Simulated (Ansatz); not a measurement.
**AlCCl (triplet): wave-function methods side by side, cc-pVDZ**

The task here is to estimate one member of a computed series from the others.

Method: cc-pVDZ, core rule «outside noble gas», up to 11 orbitals frozen; program: Ansatz 0.2.0, Gaussian basis.

To be run: UHF; CCSD(T) on ROHF; CCSD(T) on UHF; BCCD(T) on ROHF; CISD; CCSDT(Q) on ROHF; CCSDT(Q) on UHF; CASSCF and MRCISD+Q, 12 electrons in 11 orbitals; CASSCF and NEVPT2, 12 electrons in 11 orbitals.

20 further runs of the same task are left out: 8 that didn't finish, 12 set aside as unsound or not needed.

## The system

The geometry is a PBE0/def2-TZVP stationary point (not a proven minimum).

3 atoms, charge 0, spin multiplicity 3.

Atoms are counted from 1 here; the program's logs count them from 0.

Bond lengths: Al1–C2 1.945 Å, C2–Cl3 1.645 Å. Angles: Al1–C2–Cl3 180.0°.

Set-up of the first run:

The input, in.yaml:

```yaml
crystal:
  periodic: [false, false, false]
  atoms:
    - {symbol: Al, position_ang: [0.000000, 0.000000, 1.845217]}
    - {symbol: C, position_ang: [0.000000, 0.000000, -0.099904]}
    - {symbol: Cl, position_ang: [0.000000, 0.000000, -1.745313]}
basis:
  gaussian: {orbitals: cc-pVDZ}
magnetization: {spin_polarized: true, initial_magnetization: 2}
hamiltonian: {xc: hf}
output: {orbitals: {seedname: orbitals}}
```

Launch:

```console
ansatz run in.yaml --threads 1 --pin off --events-out ev --progress --plain --max-ram 2393MiB
```

Steps of the session up to this table: UHF; CCSD(T) on ROHF; CCSD(T) on UHF; BCCD(T) on ROHF; CISD; CCSDT(Q) on ROHF; CCSDT(Q) on UHF; CASSCF and MRCISD+Q, 12 electrons in 11 orbitals; CASSCF and NEVPT2, 12 electrons in 11 orbitals.

One of the session's tables, all rows but one given; the rest of the session is left out.

| method | from UCCSDT(Q) (meV) |
| --- | --- |
| ROHF | +8771.2 |
| UHF | +8529.0 |
| RMP2 | +1324.1 |
| UMP2 | ? |
| CISD | +1222.6 |
| RCCSD | +323.0 |
| UCCSD | +317.8 |
| RCCSD(T) | +59.1 |
| UCCSD(T) | +61.1 |
| BCCD(T) | +55.4 |
| RCCSDT | +22.5 |
| UCCSDT | +21.7 |
| RCCSDT(Q) | +3.2 |
| UCCSDT(Q) | 0 |
| CASSCF valence | +6553.7 |
| NEVPT2 valence | +1239.3 |
| MRCISD valence | +625.8 |
| MRCISD+Q valence | +76.0 |

Q: Estimate the row for UMP2 from the others.

The run gave: from UCCSDT(Q) (meV): +1360.3. In the column «from UCCSDT(Q) (meV)» it lies between RMP2 (+1324.1) and CASSCF valence (+6553.7).

Among the levels timed on like hardware and quicker than the yardstick, those that no quicker one beats, quickest first: BCCD(T) (5.5 s, +55.4 meV).

With the free atoms at the same levels and basis (separate runs), the atomisation energy is 6.267 eV at UCCSDT(Q), 6.238 eV at RCCSD(T), 6.234 eV at UCCSD(T), 4.620 eV at ROHF.

Caveats from the session: Of the multireference levels listed MRCISD+Q valence comes nearest in total energy (+76.0 meV), which doesn't show that its space is the better one. Restricted and unrestricted rows rest on different reference determinants; where their highest levels disagree by more than a few hundredths of an eV, they describe different states and don't form one ladder.
